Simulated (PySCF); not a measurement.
Compound: silicon monosulfide, SiS.
Z-matrix (Å and degrees, PBE0-D3(BJ)/def2-SVP geometry), rows numbered from 1:
```
Si
S   1  1.9397
```

Computed with PySCF at PBE0/pcSseg-1 and CAM-B3LYP/def2-SVPD, non-relativistic, on one gas-phase PBE0-D3(BJ)/def2-SVP geometry that isn't relaxed in the solvent. The solvent is an IEF-PCM continuum (van der Waals radii × 1.2). Only the electrostatic response of the medium enters.

Gas phase at PBE0/pcSseg-1: HOMO -8.15 eV, LUMO -2.45 eV, dipole 1.89 D.

**Question.** What does the continuum do to the energy, the frontier levels and the dipole at PBE0/pcSseg-1 in tetrahydrofuran and methanol?

**Answer.** 
```tsv
solvent	ε	E(solvent) − E(gas) (kcal/mol)	polarisation term (kcal/mol)	distortion of the solute (kcal/mol)	HOMO (eV)	LUMO (eV)	dipole (D)
tetrahydrofuran	7.426	-1.53	-2.01	0.48	-8.08	-2.32	2.63
methanol	32.61	-1.87	-2.57	0.70	-8.07	-2.30	2.79
```

The polarisation term is half the interaction of the solute with the surface charges that it induces; the rest is the cost of distorting the solute's density. The sum is the electrostatic part of solvation alone. From tetrahydrofuran to methanol the lowering changes by a factor 1.22, Onsager's factor (ε − 1)/(2ε + 1) by 1.18 and ε itself by 4.4.

**Question.** Which radius a makes the point-dipole formula ΔE = −[(ε − 1)/(2ε + 1)]·μ²/a³ give the value in methanol, with the gas-phase dipole?

**Answer.** μ = 0.743 au and |ΔE| = 0.00298 Eh give a = 2.36 Å; the farthest nucleus lies 0.97 Å from the centroid of the nuclei. The formula assumes a rigid point dipole at the centre of a sphere.

**Question.** Which ESP-fitted charges (PBE0/pcSseg-1) respond most in methanol (means over atoms taken as equivalent)?

**Answer.** 
```csv
atoms,environment,gas (e),solvent (e),change
Si1,silicon bonded to S,+0.213,+0.310,+0.097
S2,sulfur bonded to Si,-0.213,-0.310,-0.097
```

**Question.** Which Mayer bond orders change most in methanol?

**Answer.** 
| bond | length (Å) | gas | solvent | change |
| --- | --- | --- | --- | --- |
| Si1–S2 | 1.940 | 2.242 | 2.151 | -0.091 |

Gas phase at CAM-B3LYP/def2-SVPD: HOMO -9.43 eV, LUMO -1.30 eV, dipole 1.96 D.

**Question.** What does the continuum do to the energy, the frontier levels and the dipole at CAM-B3LYP/def2-SVPD in tetrahydrofuran and methanol?

**Answer.** 
| solvent | ε | E(solvent) − E(gas) (kcal/mol) | polarisation term (kcal/mol) | distortion of the solute (kcal/mol) | HOMO (eV) | LUMO (eV) | dipole (D) |
| --- | --- | --- | --- | --- | --- | --- | --- |
| tetrahydrofuran | 7.426 | -1.60 | -2.05 | 0.45 | -9.36 | -1.17 | 2.69 |
| methanol | 32.61 | -1.94 | -2.62 | 0.68 | -9.35 | -1.16 | 2.85 |

**Question.** How does the static polarisability (CAM-B3LYP/def2-SVPD, frozen core, with the continuum's full static response) change?

**Answer.** 
```tsv
medium	isotropic (au)	principal values (au)	⟨r²⟩ of the electrons (bohr²)
gas	48.7	40.8, 40.8, 64.6	158.0
tetrahydrofuran	63.4	52.3, 52.3, 85.7	157.9
methanol	66.9	55.3, 55.3, 90.3	157.8
```

The isotropic value in methanol is 1.37 times the gas-phase one; no cavity-field correction is applied. ⟨r²⟩ is taken about the centre of nuclear charge.
